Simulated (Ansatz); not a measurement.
Basis-set extrapolation for OS (triplet) (PBE0-D4/def2-TZVP geometry, frozen core, Ansatz 0.2.0). Multiplicity 3, UHF reference.

```tsv
	cc-pV(T+d)Z	cc-pV(Q+d)Z
HF	-472.408095	-472.418880
MP2 correlation	-0.374748	-0.405745
CCSD(T) correlation	-0.406576	-0.436568
```

Energies in hartree. Use E(X) = E(∞) + A·exp(−5.46·√X) for Hartree–Fock and E(X) = E(∞) + B·X^(−3.05) for correlation, with X = 3 and 4.

**Question.** What is the CCSD(T) energy at the basis-set limit?

**Answer.** HF limit: -472.418880 + (-0.010785) × 0.30130 = -472.42213. Correlation limit: -0.436568 + (-0.029992) × 0.71189 = -0.45792. Total: -472.88005 hartree, 41.0 kcal/mol below CCSD(T)/cc-pV(T+d)Z.
